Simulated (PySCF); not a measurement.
C5H8.
Numbering: `[CH2:1]=[C:2]1[CH2:3][C@@H:4]1[CH3:5]`

NICS is the negative of the GIAO shielding at a point without a nucleus: at the ring centre (0) and 1 Å above and below it (1); zz is the component along the ring normal. Level: GIAO PBE0/pcSseg-1 (PySCF, non-relativistic, gas phase) on the GFN2-xTB geometry, one conformer.

Ring bond lengths (Å), with Mayer bond orders in brackets: C2–C3 1.466 (0.93), C3–C4 1.520 (0.94), C4–C2 1.466 (0.92).

**Question.** Give the NICS values of each ring in ppm.

**Answer.** 
| ring | type | NICS(0) | NICS(1), two faces | NICS(1)zz, two faces | rms pucker (Å) | centre to ring atoms, mean (Å) |
| --- | --- | --- | --- | --- | --- | --- |
| C2–C3–C4 | 3-membered carbocycle; formal bonds all single | -31.1 | -7.8 / -8.0 | -18.4 / -20.1 | 0.00 | 0.86 |

**Question.** What do they say, and how far can they be read as aromaticity?

**Answer.** 
- C2–C3–C4: mean NICS(1)zz -19.2 ppm, shielded. C3, C4 have four or more neighbours, and the NICS criterion for π rings isn't applied. NICS(0) lies 23 ppm below the mean NICS(1).

**Question.** What are the shieldings of the ring atoms and their hydrogens in the same run (means over atoms taken as equivalent)?

**Answer.** 
```csv
atoms,environment,σ isotropic (ppm),"principal values of the symmetric part, first atom (ppm)"
C2,fully substituted alkene carbon,40.7,"-59.2, -13.5, 194.8"
C3,allylic carbon,174.8,"147.1, 164.6, 212.8"
C4,allylic carbon,172.9,"146.3, 158.6, 213.9"
H on C3,methylene hydrogen,30.51,"25.5, 26.6, 39.5"
H on C3,methylene hydrogen,31.10,"26.2, 28.4, 38.7"
H on C4,methine hydrogen,30.29,"24.3, 27.6, 39.0"
```
